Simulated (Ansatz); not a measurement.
Total energies of C₂H₂ (the lowest singlet isomer of a short search) from Ansatz at CCSD(T)/def2-TZVPP, gas phase (1 Eh = 27.2114 eV = 2625.5 kJ/mol). The reference geometry is relaxed at PBE-D4/def2-TZVP.

```xyz
4

C    -0.602   -0.037    0.026
C     0.602    0.037   -0.026
H    -1.670   -0.104    0.071
H     1.670    0.104   -0.071
```

| state | geometry | energy (Eh) |
| --- | --- | --- |
| charge 0 singlet | reference | -77.18905 |
| charge 1 doublet | reference | -76.77041 |
| charge 0 triplet | relaxed at PBE-D4/def2-TZVP | -77.03547 |
| charge 0 quintet | relaxed at PBE-D4/def2-TZVP | -76.93848 |
| free C atom (triplet) | – | -37.78103 |
| free H atom (doublet) | – | -0.49981 |

Correlated methods freeze 2 core orbitals.

Q: Work out the vertical ionisation energy to the doublet.

A: E(charge 1 doublet) − E(charge 0 singlet) = -76.77041 − (-77.18905) = 0.41864 Eh = 11.39 eV.

Q: Which of the charge 0 states is lowest, and how far above it are the others?

A: The singlet. triplet: -77.03547 − (-77.18905) = 0.15358 Eh = 403.2 kJ/mol; quintet: -76.93848 − (-77.18905) = 0.25057 Eh = 657.9 kJ/mol.

Q: What is the binding energy per atom against free atoms?

A: Atoms: 2 × (-37.78103) + 2 × (-0.49981) = -76.56168 Eh. Binding: -76.56168 − (-77.18905) = 0.62737 Eh = 17.07 eV, or 4.27 eV for each of 4 atoms (no zero-point energy, no counterpoise term).

The structure comes from a short search, and lower isomers may exist.
